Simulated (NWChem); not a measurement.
System: chlorine (Cl2); SMILES ClCl

NWChem printed, in part:

```
             Northwest Computational Chemistry Package (NWChem) 7.3.0
             --------------------------------------------------------

                             Geometry "geometry" -> ""
                             -------------------------

 Output coordinates in angstroms (scale by  1.889725989 to convert to a.u.)

  No.       Tag          Charge          X              Y              Z
 ---- ---------------- ---------- -------------- -------------- --------------
    1 Cl                  17.0000     0.00000000     0.00000000     1.02152500
    2 Cl                  17.0000     0.00000000     0.00000000    -1.02152500

 Effective nuclear repulsion energy (a.u.)      74.8548615848

                              NWChem Property Module
                              ----------------------

                                 NWChem DFT Module
                                 -----------------

 Summary of "ao basis" -> "ao basis" (spherical)
 ------------------------------------------------------------------------------
       Tag                 Description            Shells   Functions and Types
 ---------------- ------------------------------  ------  ---------------------
 Cl                       aug-cc-pvdz               11       27   5s4p2d

            General Information
            -------------------
          SCF calculation type: DFT
          Wavefunction type:  closed shell.
          No. of atoms     :     2
          No. of electrons :    34
           Alpha electrons :    17
            Beta electrons :    17
          Charge           :     0
          Spin multiplicity:     1
          Use of symmetry is: off; symmetry adaption is: off
          Maximum number of iterations: 150
          AO basis - number of functions:    54
                     number of shells:    22
          Convergence on energy requested:  1.00D-06
          Convergence on density requested:  1.00D-05
          Convergence on gradient requested:  5.00D-04

              XC Information
              --------------
                         PBE0 Method XC Functional
                     Hartree-Fock (Exact) Exchange  0.250
          PerdewBurkeErnzerhof Exchange Functional  0.750
            Perdew 1991 LDA Correlation Functional  1.000 local
           PerdewBurkeErnz. Correlation Functional  1.000 non-local

             Grid Information
             ----------------
          Grid used for XC integration:  medium
          Radial quadrature: Mura-Knowles
          Angular quadrature: Lebedev.
          Tag              B.-S. Rad. Rad. Pts. Rad. Cut. Ang. Pts.
          ---              ---------- --------- --------- ---------
          Cl                  1.00       88          11.0       590
          Grid pruning is: on
          Number of quadrature shells:   176
          Spatial weights used:  Erf1

      Superposition of Atomic Density Guess
      -------------------------------------

 Sum of atomic energies:        -918.95221251

      Non-variational initial energy
      ------------------------------

 Total energy =    -919.029277
 1-e energy   =   -1419.272387
 2-e energy   =     425.388248
 HOMO         =      -0.357265
 LUMO         =      -0.134316

   convergence    iter        energy       DeltaE   RMS-Dens  Diis-err
 ---------------- ----- ----------------- --------- --------- ---------
 d= 0,ls=0.0,diis     1   -920.0490086207 -9.95D+02  7.62D-03  2.24D-01
 d= 0,ls=0.0,diis     2   -920.0581183623 -9.11D-03  3.57D-03  8.88D-02
 d= 0,ls=0.0,diis     3   -920.0698410837 -1.17D-02  6.87D-04  5.97D-03
 d= 0,ls=0.0,diis     4   -920.0706765036 -8.35D-04  1.08D-04  5.55D-05
 d= 0,ls=0.0,diis     5   -920.0706838191 -7.32D-06  5.94D-06  7.59D-08
 d= 0,ls=0.0,diis     6   -920.0706838375 -1.84D-08  3.16D-07  2.48D-10

         Total DFT energy =     -920.070683837472
      One electron energy =    -1419.075916571914
           Coulomb energy =      480.298495839140
    Exchange-Corr. energy =      -56.148124689540
 Nuclear repulsion energy =       74.854861584843

 Numeric. integr. density =       34.000000112785

                       DFT Final Molecular Orbital Analysis
                       ------------------------------------

 Vector   15  Occ=2.000000D+00  E=-4.221991D-01
              MO Center= -2.8D-10, -2.8D-10,  2.4D-08, r^2= 2.0D+00
   Bfn.  Coefficient  Atom+Function         Bfn.  Coefficient  Atom+Function
  ----- ------------  ---------------      ----- ------------  ---------------
    10      0.303093  1 Cl py                37      0.303093  2 Cl py
     9      0.300818  1 Cl px                36      0.300818  2 Cl px
    13      0.208382  1 Cl py                40      0.208382  2 Cl py
    12      0.206818  1 Cl px                39      0.206818  2 Cl px

[...]

 DFT Linear Response polarizability / au
 Frequency  =       0.0000000 / au
              X              Y              Z
 -----------------------------------------------
 X      23.4746064     -0.0000001      0.0000001
 Y      -0.0000001     23.4746064      0.0000001
 Z       0.0000001      0.0000001     41.4570933
 -----------------------------------------------
 Eigenvalues =      23.4746064     23.4746063     41.4570933
 Isotropic   =      29.4687687
 Anisotropic =      17.9824870
 -----------------------------------------------

 Magnetic Dipole Response Matrix (nonzero elements):

 Exiting AOResponse driver routine
```

Level: PBE0/aug-cc-pVDZ. Structure relaxed at the B3LYP/6-31G* (spherical d) level.

**Question.** Write an input that gives this output.

**Answer.** This is not unique; one that fits is the input that was run:
```
start job
memory heap 200 mb stack 900 mb global 1100 mb
geometry units angstroms noautosym nocenter noautoz
  Cl     0.000000     0.000000     1.021525
  Cl     0.000000     0.000000    -1.021525
end
basis spherical
  * library aug-cc-pvdz
end
dft
  xc pbe0
  iterations 150
end
property
  response 1 0.0
end
task dft property
```
